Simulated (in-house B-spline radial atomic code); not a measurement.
The numbers below are computed, except where a source is named.
**Si ion on Si atom: potential, deflection and energy transfer**

The pair potential comes from two frozen, spherical free-atom densities (PBE, B-spline radial code, scalar-relativistic past argon): electrostatics plus the change in Thomas-Fermi kinetic and Dirac exchange energy where they overlap, the recipe behind the universal ZBL potential, which averages such potentials (from solid-state densities) over many pairs. It is written V = (Z1 Z2 e²/r) φ(r/a), with e² = 14.3996 eV·Å and a = 0.46850 Å/(Z1^0.23 + Z2^0.23); ZBL's fit is φ = 0.18175 e^(−3.1998x) + 0.50986 e^(−0.94229x) + 0.28022 e^(−0.4029x) + 0.02817 e^(−0.20162x). Where φ falls below 4e-4 it is continued as an exponential.

Masses 28.09 and 28.09 u.

```json
{"x = r/a": "0.1", "φ, this pair": "0.9041", "φ, ZBL": "0.8928"}
{"x = r/a": "0.5", "φ, this pair": "0.6422", "φ, ZBL": "0.6096"}
{"x = r/a": "1.5", "φ, this pair": "0.3282", "φ, ZBL": "0.2995"}
{"x = r/a": "3", "φ, this pair": "0.1438", "φ, ZBL": "0.1292"}
{"x = r/a": "5", "φ, this pair": "0.05773", "φ, ZBL": "0.05224"}
{"x = r/a": "8", "φ, this pair": "0.02029", "φ, ZBL": "0.01705"}
{"x = r/a": "12", "φ, this pair": "0.005251", "φ, ZBL": "0.00474"}
{"x = r/a": "17", "φ, this pair": "0.0007593", "φ, ZBL": "0.001212"}
```

Q: At x = 6.5 the electrostatic, kinetic and exchange parts are 18.39, 112.96 and -19.79 eV. Find r, V and φ.

A: a = 0.46850/(1.8349 + 1.8349) = 0.12766 Å, so r = 0.82982 Å. V = 18.39 + 112.96 + (-19.79) = 111.56 eV. The bare repulsion is 14 × 14 × 14.3996/0.82982 = 3401.1 eV, so φ = 0.0328, +12.6 % against ZBL's 0.0291. The kinetic (Pauli) term is 101 % of V here, as the other two terms together attract.

Q: The ion comes in at 4.421 keV with impact parameter 0.6383 Å. The scattering integral gives a centre-of-mass angle of 11.66° and a closest approach of 5.266 a. What are the reduced energy, the energy passed on and the laboratory angles?

A: ε = E a M2/(Z1 Z2 e² (M1 + M2)) = 4421 × 2.2617e-05 = 0.1. The most that one collision can pass on is γE with γ = 4 M1 M2/(M1 + M2)² = 1.0000. Here T = γE sin²(θ/2) = 1.0000 × 4421 × 0.01032 = 45.63 eV. The ion turns by arctan(sin θ/(cos θ + M1/M2)) = 5.8°, and the struck atom leaves at (180° − θ)/2 = 84.2°. The closest approach is 0.672 Å. With ZBL the angle would be 10.78° and T = 39.04 eV.
